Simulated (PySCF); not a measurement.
Compound: C4H7Cl.
Z-matrix (Å and degrees, PBE0-D3(BJ)/def2-SVP geometry), rows numbered from 1:
```
C 
C   1  1.5013
Cl  2  1.7787  1  112.22
C   2  1.4950  1  121.28  3  -143.90
C   2  1.4949  1  121.28  3   143.89
H   1  1.1003  2  110.81  3    60.19
H   1  1.1005  2  110.06  3  -179.95
H   1  1.1003  2  110.80  3   -60.13
H   4  1.0922  2  117.51  5  -107.69
H   4  1.0941  2  117.42  5   109.13
H   5  1.0923  2  117.52  4   107.69
H   5  1.0941  2  117.42  4  -109.14
```

Computed, not measured: TDDFT PBE0/def2-SVPD, vertical, gas phase, core orbitals frozen in the response (PySCF).

Frontier orbitals with the atoms that hold most of them (Löwdin shares over 4%, at most four atoms; ? is withheld):

| orbital | ε (eV) | atoms |
| --- | --- | --- |
| LUMO+2 | 1.47 | Cl3 20%, C4 13%, C5 13%, H10 12% |
| LUMO+1 | 0.78 | C1 16%, Cl3 16%, C5 12%, C4 12% |
| LUMO | ? | ? |
| HOMO | -7.73 | Cl3 46%, C2 20%, C4 12%, C5 12% |
| HOMO-1 | -8.31 | ? |
| HOMO-2 | -9.34 | Cl3 31%, C4 20%, C5 20%, C2 9% |
| HOMO-3 | -9.62 | Cl3 34%, C2 14%, C1 13%, C5 9% |

Question: Which atoms hold the HOMO-1, and with what shares?

Answer: Cl3 (bonded to C) 56%; C5 (bonded to 2 C and 2 H) 12%; C4 (bonded to 2 C and 2 H) 12%; C2 (bonded to 3 C and Cl) 9%. By element: chlorine 56%, carbon 34% or more.

Question: Give the leading atoms of the LUMO.

Answer: Cl3 (bonded to C) 44%; C2 (bonded to 3 C and Cl) 18%; H12 (bonded to C) 6%; H10 (bonded to C) 6%. By element: chlorine 44%, carbon 18% or more, hydrogen 13% or more.

Question: What is the LUMO energy, and the HOMO–LUMO gap?

Answer: ε(LUMO) = 0.50 eV; the gap is 8.23 eV (0.3024 hartree).

Question: The HOMO–LUMO gap is 8.23 eV. Where does the response calculation put the lowest singlet, and from which orbitals?

Answer: S1 is at 6.64 eV (f = 0.0006), 1.59 eV below the gap, made of HOMO→LUMO (89%), HOMO→LUMO+1 (9%). Without the coupling terms of the response equations the lowest excitation would equal the gap.

Question: One configuration dominates each of S1, S2, S3, S4 and S7. Which, and how do the shares of the two leading atoms of either orbital change from the occupied to the empty one?

Answer: 
- S1 (6.64 eV, f 0.0006), HOMO→LUMO (89%): Cl3 46% → 44%, C2 20% → 18%
- S2 (7.23 eV, f 0.0039), HOMO-1→LUMO (88%): Cl3 56% → 44%, C5 12% → at most 7%, C2 9% → 18%
- S3 (7.38 eV, f 0.046), HOMO→LUMO+1 (89%): Cl3 46% → 16%, C2 20% → at most 12%, C1 at most 11% → 16%
- S4 (7.97 eV, f 0.040), HOMO-1→LUMO+1 (83%): Cl3 56% → 16%, C5 12% → 12%, C1 at most 9% → 16%
- S7 (8.39 eV, f 0.034), HOMO-2→LUMO (84%): Cl3 31% → 44%, C4 20% → at most 7%, C2 9% → 18%

Löwdin shares depend on the basis, the more so with diffuse functions.

On Arm Neoverse V1, one thread (shared host), this took 44 s wall.
